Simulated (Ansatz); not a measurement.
**CH4SSi (SMILES C[SiH]=S): single points off equilibrium**

A test off equilibrium: a structure displaced at random from a GFN2-xTB minimum is computed at several levels, and each is set against CCSD(T).

Computed with Ansatz 0.2.0, Gaussian basis. Level: single points in def2-TZVPP.

Correlated methods freeze the cores. B3LYP uses VWN-RPA correlation.

## Step 1: The starting structure

7 atoms, charge 0, spin multiplicity 1.

Atoms are counted from 1 here; the program's logs count them from 0.

Bond lengths: C1–Si2 1.789 Å, C1–H4 1.139 Å, C1–H5 0.967 Å, C1–H6 0.941 Å, Si2–S3 1.891 Å, Si2–H7 1.437 Å. Angles: Si2–C1–H4 117.0°, Si2–C1–H5 99.8°, Si2–C1–H6 101.6°, H4–C1–H5 108.5°, H4–C1–H6 111.7°, H5–C1–H6 118.0°, C1–Si2–S3 129.9°, C1–Si2–H7 101.2°, S3–Si2–H7 128.1°.

Geometry (Å):

| atom | x (Å) | y (Å) | z (Å) |
| --- | --- | --- | --- |
| C1 | -0.67290 | 0.52500 | -0.27780 |
| Si2 | 0.70010 | -0.52530 | 0.18150 |
| S3 | 1.13690 | -2.27200 | -0.39520 |
| H4 | -1.50750 | 0.64910 | 0.48680 |
| H5 | -0.21040 | 1.36960 | -0.36820 |
| H6 | -0.97950 | 0.10400 | -1.06130 |
| H7 | 1.25430 | 0.20810 | 1.28640 |

## Step 2: CCSD(T)/def2-TZVPP

Input file run/in.yaml:

```yaml
crystal:
  periodic: [false, false, false]
  atoms:
    - {symbol: C, position_ang: [-0.672900, 0.525000, -0.277800]}
    - {symbol: Si, position_ang: [0.700100, -0.525300, 0.181500]}
    - {symbol: S, position_ang: [1.136900, -2.272000, -0.395200]}
    - {symbol: H, position_ang: [-1.507500, 0.649100, 0.486800]}
    - {symbol: H, position_ang: [-0.210400, 1.369600, -0.368200]}
    - {symbol: H, position_ang: [-0.979500, 0.104000, -1.061300]}
    - {symbol: H, position_ang: [1.254300, 0.208100, 1.286400]}
basis:
  gaussian: {orbitals: def2-TZVPP}
correlation: {method: ccsd_t}
output: {forces: true}
```

No record of the launch command was kept for these runs.

## Step 3: PBE0-D4/def2-TZVPP

run/in.yaml, as its differences from that of step 2:

```diff
@@ -12,3 +12,3 @@
   gaussian: {orbitals: def2-TZVPP}
-correlation: {method: ccsd_t}
-output: {forces: true}
+hamiltonian: {xc: pbe0, dispersion: d4}
+output: {forces: true, orbitals: {seedname: orbitals}}
```

## Step 4: wB97M-V/def2-TZVPP

run/in.yaml, as its differences from that of step 3:

```diff
@@ -12,3 +12,3 @@
   gaussian: {orbitals: def2-TZVPP}
-hamiltonian: {xc: pbe0, dispersion: d4}
-output: {forces: true, orbitals: {seedname: orbitals}}
+hamiltonian: {xc: {name: wB97M-V}}
+output: {forces: true}
```

## Step 5: r2SCAN-D4/def2-TZVPP

run/in.yaml, as its differences from that of step 4:

```diff
@@ -12,3 +12,3 @@
   gaussian: {orbitals: def2-TZVPP}
-hamiltonian: {xc: {name: wB97M-V}}
+hamiltonian: {xc: r2scan, dispersion: d4}
 output: {forces: true}
```

## Step 6: PBE-D4/def2-TZVPP

run/in.yaml, as its differences from that of step 5:

```diff
@@ -12,3 +12,3 @@
   gaussian: {orbitals: def2-TZVPP}
-hamiltonian: {xc: r2scan, dispersion: d4}
+hamiltonian: {xc: pbe, dispersion: d4}
 output: {forces: true}
```

## Step 7: HSE06-D4/def2-TZVPP

run/in.yaml, as its differences from that of step 6:

```diff
@@ -12,3 +12,3 @@
   gaussian: {orbitals: def2-TZVPP}
-hamiltonian: {xc: pbe, dispersion: d4}
+hamiltonian: {xc: hse06, dispersion: d4}
 output: {forces: true}
```

## Step 8: B3LYP-D4/def2-TZVPP

run/in.yaml, as its differences from that of step 7:

```diff
@@ -12,3 +12,3 @@
   gaussian: {orbitals: def2-TZVPP}
-hamiltonian: {xc: hse06, dispersion: d4}
+hamiltonian: {xc: {name: B3LYP}, dispersion: d4}
 output: {forces: true}
```

(Steps that only read results are left out.)

Q: Predict the outcome of this session. Wanted: energy less free atoms, CCSD(T)/def2-TZVPP; RMS force component; RMS force error; HOMO and LUMO, PBE0-D4; T1 diagnostic.

**Answer**, as computed:

```
                                  quantity                                                                                             value
energy less free atoms, CCSD(T)/def2-TZVPP                                                                                        -22.869 eV
                       RMS force component                                                              2.756 to 2.851 eV/Å over the methods
                           RMS force error  PBE0-D4 0.119, wB97M-V 0.136, r2SCAN-D4 0.091, PBE-D4 0.120, HSE06-D4 0.113, B3LYP-D4 0.081 eV/Å
                    HOMO and LUMO, PBE0-D4                                                                                -7.07 and -1.96 eV
                             T1 diagnostic                                                                                             0.014
```

In words: Against CCSD(T) the functionals' energies less atoms differ by -0.936 to -0.692 eV, PBE-D4 by -0.936 eV. The reference is not at the basis limit: in triple zeta CCSD(T) underbinds, which counts against methods that bind more; the gaps are no ranking. For forces B3LYP-D4 does best and wB97M-V worst. Frozen-core CCSD(T) forces in triple zeta carry basis errors of their own, and this is one geometry, so small gaps rank nothing.
